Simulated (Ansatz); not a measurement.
**AlNH3O (SMILES [NH2][Al][OH]) at U-wB97X/def2-SVPD**

What is the energy change on altering one bond length of AlNH3O at U-wB97X/def2-SVPD? 

The results are computed with Ansatz 0.2.0.

60 further runs of the same task are left out: 60 set aside as unsound or not needed. Runs told in other sessions of the task aren't counted.

### Step 1. The molecule

The species is AlNH3O (6 atoms), meant as a doublet with charge 0. As SMILES, `[NH2][Al][OH]`. The coordinates come from a PBE0-D4/def2-TZVP relaxation. This is one conformer, not always the lowest.

Bond lengths: N1–Al2 1.769 Å, Al2–O3 1.705 Å, N1–H4 1.009 Å, N1–H5 1.006 Å, O3–H6 0.956 Å. Angles: N1–Al2–O3 116.1°, Al2–N1–H4 124.1°, Al2–N1–H5 125.0°, Al2–O3–H6 122.8°, H4–N1–H5 110.9°.

### Step 2. A single-point energy at U-wB97X/def2-SVPD

Input file molecule.yaml:

```yaml
crystal:
  periodic: [false, false, false]
  atoms:
    - {symbol: N, position_ang: [-0.923900, 0.240200, -0.760800]}
    - {symbol: Al, position_ang: [0.595200, 0.601300, 0.070700]}
    - {symbol: O, position_ang: [1.194100, -0.618500, 1.101200]}
    - {symbol: H, position_ang: [-1.434300, -0.623600, -0.657200]}
    - {symbol: H, position_ang: [-1.394700, 0.861600, -1.396800]}
    - {symbol: H, position_ang: [2.005700, -0.525100, 1.596800]}
basis:
  gaussian:
    orbitals: def2-SVPD
magnetization:
  spin_polarized: true
  initial_magnetization: 1
hamiltonian:
  xc: {name: wB97X}
accuracy: high
output: {orbitals: {seedname: orbitals}}
```

Started as:

```bash
$ ansatz run molecule.yaml --threads 1 --pin off --max-ram 2610MiB --events-out events.jsonl --progress --plain --runs-dir runs
```

Standard output:

```text
Warning: RAYON_NUM_THREADS=1 ignored (pool sized by the plan → 1); use --threads N
Functional definition: wB97X
  name "wB97X"
  parameter omega = 0.3/bohr
  parameter cx = 0.157706
  parameter cx1 = 0.726479
  parameter cx2 = 1.04760
  parameter cx3 = -5.70635
  parameter cx4 = 13.2794
  parameter css1 = -4.33879
  parameter css2 = 18.2308
  parameter css3 = -31.7430
  parameter css4 = 17.2901
  parameter cos1 = 2.37031
  parameter cos2 = -11.3995
  parameter cos3 = 6.58405
  parameter cos4 = -3.78132
  exchange = spin_sum(e_x_unif_sr(omega)*poly(b97_u_x, 1 - cx, cx1, cx2, cx3, cx4)) + cx*exact_x_sr(omega)
      + exact_x_lr(omega)
  correlation = spin_sum(e_c_pw_same_spin*poly(b97_u_same, 1, css1, css2, css3, css4))
      + integral(e_c_pw_opposite_spin*poly(b97_u_opposite, 1, cos1, cos2, cos3, cos4))
1783 factors; integrals over basis functions are off by at most 3.5e-9 eV
429 factors; integrals over basis functions are off by at most 1.3e-9 eV
mean field evaluation 1: about -10169.4432 eV, gradient 4.8e1 eV
mean field evaluation 2: about -10165.5699 eV, gradient 5.8e1 eV
mean field evaluation 4: about -10178.4095 eV, gradient 2.8e0 eV
mean field evaluation 8: about -10178.5060 eV, gradient 1.7e-1 eV
mean field evaluation 16: about -10178.5068 eV, gradient 4.3e-4 eV
mean field -10178.50677058 eV, -374.0532245793 hartree, gradient 6.5e-8 eV, S^2 0.751210; 0 other end points of the search recorded, 0 dependent functions left out
reference -10178.50676772 eV, -374.0532244740 hartree; 16, 15 occupied and 75, 76 virtual orbitals, 1783 factors
Total energy: -10178.50676772 eV, -374.0532244740 hartree
```

It took 46 s on 1 thread of Arm Neoverse V1, shared host; peak memory 0.73 GiB.

### Step 3. The distorted shape

Input file input.yaml:

```yaml
crystal:
  periodic: [false, false, false]
  atoms:
    - symbol: N
      position_ang: [-0.547271, -0.256905, -0.252015]
    - symbol: Al
      position_ang: [0.971829, 0.104195, 0.579485]
    - symbol: O
      position_ang: [1.570729, -1.115605, 1.609985]
    - symbol: H
      position_ang: [-1.057671, -1.120705, -0.148415]
    - symbol: H
      position_ang: [-1.394700, 0.861600, -1.396800]
    - symbol: H
      position_ang: [2.382329, -1.022205, 2.105585]
basis:
  gaussian: {orbitals: def2-SVPD}
total_charge: 0
magnetization: {spin_polarized: true, initial_magnetization: 1}
hamiltonian: {xc: {name: wB97X}}
accuracy: high
output: {orbitals: {seedname: orbitals}}
```

Started as:

```bash
$ ansatz run input.yaml --threads 1 --pin off --max-ram 2610MiB --events-out events.jsonl --progress --plain --runs-dir runs
```

Standard output:

```text
Warning: RAYON_NUM_THREADS=1 ignored (pool sized by the plan → 1); use --threads N
[... 17 set-up lines as earlier in the session ...]
      + exact_x_lr(omega)
[... 1 set-up line as earlier in the session ...]
      + integral(e_c_pw_opposite_spin*poly(b97_u_opposite, 1, cos1, cos2, cos3, cos4))
1808 factors; integrals over basis functions are off by at most 3.8e-9 eV
447 factors; integrals over basis functions are off by at most 1.5e-9 eV
mean field evaluation 1: about -10163.1763 eV, gradient 5.0e1 eV
mean field evaluation 2: about -10151.7634 eV, gradient 7.1e1 eV
mean field evaluation 4: about -10174.1810 eV, gradient 3.0e0 eV
mean field evaluation 8: about -10174.3098 eV, gradient 4.3e-1 eV
mean field evaluation 16: about -10174.3238 eV, gradient 2.5e-2 eV
mean field evaluation 32: about -10174.3250 eV, gradient 2.1e-4 eV
mean field evaluation 64: about -10174.2866 eV, gradient 1.2e0 eV
mean field -10174.32501323 eV, -373.8995478308 hartree, gradient 8.2e-8 eV, S^2 0.758844; 4 other end points of the search recorded, 0 dependent functions left out
reference -10174.32501008 eV, -373.8995477154 hartree; 16, 15 occupied and 75, 76 virtual orbitals, 1808 factors
Total energy: -10174.32501008 eV, -373.8995477154 hartree
```

Wall time 2.5 min (1 thread of Arm Neoverse V1, shared host); peak memory 0.77 GiB.

### Step 4. Results

At U-wB97X/def2-SVPD:

```
                                                         quantity          value
                                        first shape: total energy  -374.05322 Eh
                  first shape: HOMO energy (highest over α and β)       -7.82 eV
                   first shape: LUMO energy (lowest over α and β)       -1.62 eV
                                                first shape: ⟨S²⟩          0.751
                                    distorted shape: total energy  -373.89955 Eh
              distorted shape: HOMO energy (highest over α and β)       -7.82 eV
               distorted shape: LUMO energy (lowest over α and β)       -1.71 eV
                                            distorted shape: ⟨S²⟩          0.759
energy change with the N1–H5 bond stretched from 1.006 to 1.811 Å       4.182 eV
```

In words: With the N1–H5 bond stretched from 1.006 to 1.811 Å the energy rises by 4.18 eV (96 kcal/mol). The first shape isn't relaxed at this level, so the change isn't measured from a minimum.
